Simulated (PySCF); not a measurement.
**AlHF + Cl₂ → AlCl₂ + HF**

Level: PBE0 in the def2-TZVP basis family, all electrons, no relativity, computed in PySCF with density fitting; open shells unrestricted.

```tsv
species	state and structure	E (Eh)	ZPE (kJ/mol)	H(298 K) − H(0) (kJ/mol)	S° (J/(mol K))
AlHF	doublet, Cs, Al–F 1.656 Å, Al–H 1.607 Å; F–Al–H 115.5°	-342.73344	19.0	10.6	246.1
Cl₂	singlet, D∞h, Cl–Cl 1.982 Å	-920.08940	3.5	9.1	222.5
AlCl₂	doublet, C2v, Al–Cl 2.102 Å (×2); Cl–Al–Cl 119.0°	-1162.55060	7.1	12.8	289.6
HF	singlet, C∞v, H–F 0.920 Å	-100.39188	24.9	8.7	173.6
```

Problem. What is the electronic reaction energy?

Solution. At PBE0/def2-TZVP, ΔE = -314.1 kJ/mol from the differences of the total energies times 2625.5, downhill. Chlorination of this kind underlies dry etching.

Problem. Add zero-point, thermal and entropy terms for 298.15 K and 1 bar.

Solution. ΔZPE = 9.5 and Δ[H(298) − H(0)] = 1.8 kJ/mol give ΔH° = -302.8 kJ/mol. ΔS° = -5.4 J/(mol K), so ΔG° = -302.8 − 298.15 × (-0.0054) = -301 kJ/mol.

Only the bonding shown was studied: isomers, or loss of a ligand pair, can lie lower.
